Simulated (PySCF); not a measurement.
# Computed spin Hamiltonian

Species: C₃H₈NS (doublet state).
Structure used (GFN2-xTB), in Å, numbered top down from 1:
```
atom  x, y, z in Å
C1    -1.3783   -0.1369    0.9553
C2    -0.6248    0.0547   -0.3694
C3     0.8554    0.1491   -0.1949
N4     1.5610   -1.0268   -0.0364
S5     1.5132    1.5863    0.6005
H6    -1.0568   -1.0494    1.4538
H7    -1.1846    0.7025    1.6195
H8    -2.4488   -0.2010    0.7749
H9    -0.8331   -0.7875   -1.0339
H10   -0.9902    0.9666   -0.8493
H11    2.5028   -0.9133    0.3074
H12    1.0742   -1.8085    0.3866
H13    1.0057    2.4648   -0.2675
```

The hyperfine couplings belong to this conformer and change with its torsions.

Identity: `CC[C](N)S` [radical].

Method: UKS B3LYP, pcH-1 on C H N S, non-relativistic, mean-field spin-orbit, GIAO (PySCF 2.14.0). The structure is a single GFN2-xTB conformer in the gas phase; no vibrational or solvent corrections. Couplings are sensitive to structure, and on GFN2-xTB geometries they can be far from those on DFT ones. No stability test was run, so a lower SCF solution isn't excluded.

```
g1, g2, g3                      : 2.00152, 2.00240, 2.00491
g_iso                           : 2.00294
Form of g                       : rhombic: the two nearest values differ by 26 % of g3 − g1
⟨S²⟩                            : 0.7539 (exact 0.7500)
α and β electrons               : 25, 24
HOMO–LUMO gap, α and β orbitals : 4.17, 6.19 eV
Basis functions                 : 215
```

Hyperfine couplings atom by atom, in G; T1 to T3 are the principal values of the dipolar part (MHz turned into gauss with g_iso; 10 G = 1 mT):

```json
{"atom": "C1", "isotope": "13C", "a_iso": "14.6", "of which spin–orbit": "0.0", "T1": "-1.6", "T2": "-1.5", "T3": "3.1", "Mulliken spin population": "0.04"}
{"atom": "C2", "isotope": "13C", "a_iso": "-4.9", "of which spin–orbit": "0.0", "T1": "-0.7", "T2": "-0.6", "T3": "1.2", "Mulliken spin population": "-0.05"}
{"atom": "C3", "isotope": "13C", "a_iso": "77.0", "of which spin–orbit": "0.1", "T1": "-24.1", "T2": "-24.0", "T3": "48.1", "Mulliken spin population": "0.75"}
{"atom": "N4", "isotope": "14N", "a_iso": "9.3", "of which spin–orbit": "0.0", "T1": "-3.2", "T2": "-2.9", "T3": "6.1", "Mulliken spin population": "0.13"}
{"atom": "S5", "isotope": "33S", "a_iso": "-0.6", "of which spin–orbit": "-0.1", "T1": "-5.2", "T2": "-3.9", "T3": "9.1", "Mulliken spin population": "0.08"}
{"atom": "H6", "isotope": "1H", "a_iso": "-1.2", "of which spin–orbit": "0.0", "T1": "-1.3", "T2": "-0.3", "T3": "1.7", "Mulliken spin population": "0.00"}
{"atom": "H7", "isotope": "1H", "a_iso": "-1.0", "of which spin–orbit": "0.0", "T1": "-1.3", "T2": "-0.4", "T3": "1.7", "Mulliken spin population": "0.00"}
{"atom": "H8", "isotope": "1H", "a_iso": "2.1", "of which spin–orbit": "0.0", "T1": "-1.1", "T2": "-0.5", "T3": "1.5", "Mulliken spin population": "0.00"}
{"atom": "H9", "isotope": "1H", "a_iso": "3.6", "of which spin–orbit": "0.0", "T1": "-1.8", "T2": "-1.5", "T3": "3.2", "Mulliken spin population": "0.00"}
{"atom": "H10", "isotope": "1H", "a_iso": "11.7", "of which spin–orbit": "0.0", "T1": "-1.8", "T2": "-1.5", "T3": "3.3", "Mulliken spin population": "0.01"}
{"atom": "H11", "isotope": "1H", "a_iso": "-4.1", "of which spin–orbit": "0.0", "T1": "-3.2", "T2": "-2.2", "T3": "5.4", "Mulliken spin population": "-0.01"}
{"atom": "H12", "isotope": "1H", "a_iso": "20.4", "of which spin–orbit": "0.0", "T1": "-3.6", "T2": "-1.9", "T3": "5.5", "Mulliken spin population": "0.02"}
{"atom": "H13", "isotope": "1H", "a_iso": "10.9", "of which spin–orbit": "0.0", "T1": "-1.6", "T2": "-1.0", "T3": "2.6", "Mulliken spin population": "0.01"}
```

The largest Mulliken spin populations are on C3 (+0.75), N4 (+0.13) and S5 (+0.08). C3 is the only atom above +0.15. The angles at C3 add up to 352.7°, so it is slightly pyramidal.

Axes: g3 points within 13° of the C3–N4 bond.

Under fast tumbling the dipolar parts average out, and these isotropic splittings remain: 1 × 1H (H13, I = 1/2, 2 lines) with 1.09 mT, 1 × 14N (N4, I = 1, 3 lines) with 0.93 mT, 2 × 1H (H11/H12, I = 1/2, 3 lines) with 0.82 mT and 2 × 1H (H9/H10, I = 1/2, 3 lines) with 0.77 mT.

Class means assume fast exchange of nuclei equivalent by connectivity; if that motion is slow, each nucleus keeps its own coupling. The 1H value of +22.9 MHz is a mean of couplings from -11.4 to 57.3 MHz in this one geometry, not an average over conformers. The 1H value of +21.5 MHz is a mean of couplings from 10.2 to 32.9 MHz in this one geometry, not an average over conformers.

The 13C coupling of C3 (215.9 MHz) shows only in satellite lines or after enrichment, since that isotope makes up about 1.07 % of natural carbon.

The spin density at the nucleus, in bohr⁻³, is negative for C2 (-0.0122) and S5 (-0.0043), for instance. A restricted open-shell determinant has no negative spin density anywhere; here it arises because α and β orbitals differ (spin polarisation).
